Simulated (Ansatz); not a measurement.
Ansatz (a quantum-chemistry and plane-wave program) input (HF/6-31G*):

Ansatz 0.2 input:
```yaml
crystal:
  periodic: [false, false, false]
  atoms:
    - {symbol: C, position_ang: [0.00000000, 0.00000000, 0.59273474]}
    - {symbol: C, position_ang: [-0.00000000, -0.00000000, -0.59273474]}
    - {symbol: H, position_ang: [-0.00000000, -0.00000000, -1.64970698]}
    - {symbol: H, position_ang: [0.00000000, 0.00000000, 1.64970698]}
basis:
  gaussian:
    orbitals: 6-31G*
hamiltonian:
  xc: {name: HF}
phonons: {temperatures: {t_min: 298.15, t_max: 298.15, t_step: 100}}
```

Q: Which harmonic wavenumbers does it give?

A: 794, 794, 883, 883, 2246, 3606, 3718 cm⁻¹ (unscaled; negative means imaginary).
